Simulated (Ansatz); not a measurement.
| atom | x (Å) | y (Å) | z (Å) |
| --- | --- | --- | --- |
| H | -0.0007 | 0.0078 | -1.5687 |
| C | -0.0078 | 0.0057 | -0.4963 |
| C | -0.0038 | 0.0036 | 0.7479 |

RHF-MP2 on singlet C2H(-) was run in several spherical basis sets with Ansatz (development build ahead of 0.2.0). Frozen core: 2 orbitals. Caution: no diffuse functions for an anion.

(1) Rank the basis sets by the total energy that they give, lowest first, with the distance from the lowest.
A. cc-pVDZ
B. STO-3G
C. 6-31G(d)

## Answers

(1) A (0.00 eV), C (0.83 eV), B (34.00 eV).

Totals follow the description of the cores as much as that of the bonds, so this order isn't one of quality for chemistry.
